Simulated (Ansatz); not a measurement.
Geometry optimisation, RKS PBE0/def2-SVP (Ansatz).

input.yaml

```yaml
crystal:
  periodic: [false, false, false]
  atoms:
    - { symbol: C, position_ang: [0.3789, -0.757, -2.3899] }
    - { symbol: C, position_ang: [0.1702, -0.2706, -1.2967] }
    - { symbol: C, position_ang: [-0.0578, 0.2757, 0.0453] }
    - { symbol: C, position_ang: [0.8068, -0.5536, 1.0861] }
    - { symbol: "N", position_ang: [-1.4428, 0.2581, 0.3605] }
    - { symbol: S, position_ang: [0.5424, 2.0127, 0.1482] }
    - { symbol: H, position_ang: [0.5012, -1.0963, -3.3805] }
    - { symbol: H, position_ang: [0.4388, -1.5933, 1.0648] }
    - { symbol: H, position_ang: [0.5875, -0.1785, 2.1543] }
    - { symbol: H, position_ang: [1.8137, -0.5736, 0.9125] }
    - { symbol: H, position_ang: [-1.92, 0.8584, -0.2868] }
    - { symbol: H, position_ang: [-1.7863, -0.6668, 0.2439] }
    - { symbol: H, position_ang: [-0.0121, 2.2501, 1.3531] }
basis:
  gaussian: { orbitals: def2-SVP }
hamiltonian:
  xc: pbe0
relax:
  f_tol: 0.02
  max_steps: 50
output:
  orbitals: {}
```

Command:

```bash
$ ansatz run input.yaml --threads 2 --pin off --max-ram 3072MiB --backend cpu --events-out ev --progress --plain --runs-dir out
```

Task: Where does it end, and by what steps?

Result: It converged. After 7 steps the energy has fallen by 0.360 eV; H12 moved furthest, 0.16 Å.

| step | energy less start (eV) | largest force component (eV/Å) | accepted |
| --- | --- | --- | --- |
| 0 | 0.0000 | 4.811 | yes |
| 1 | -0.3181 | 1.001 | yes |
| 2 | -0.3527 | 0.158 | yes |
| 3 | -0.3556 | 0.128 | yes |
| 4 | -0.3574 | 0.100 | yes |
| 5 | -0.3587 | 0.064 | yes |
| 6 | -0.3595 | 0.040 | yes |
| 7 | -0.3597 | 0.019 | yes |

```xyz
13
Properties=species:S:1:pos:R:3
C 0.407 -0.680 -2.409
C 0.226 -0.246 -1.293
C -0.041 0.252 0.069
C 0.728 -0.577 1.096
N -1.449 0.261 0.417
S 0.557 2.004 0.060
H 0.573 -1.061 -3.400
H 0.385 -1.624 1.067
H 0.542 -0.175 2.101
H 1.805 -0.557 0.888
H -1.971 0.794 -0.277
H -1.810 -0.693 0.402
H 0.069 2.267 1.294
```

Whether the end is a true minimum wasn't checked by a vibrational analysis.

Time of the run: 35 s on 2 threads of Arm Neoverse V1, with other jobs on the host, peak memory 0.3 GiB.
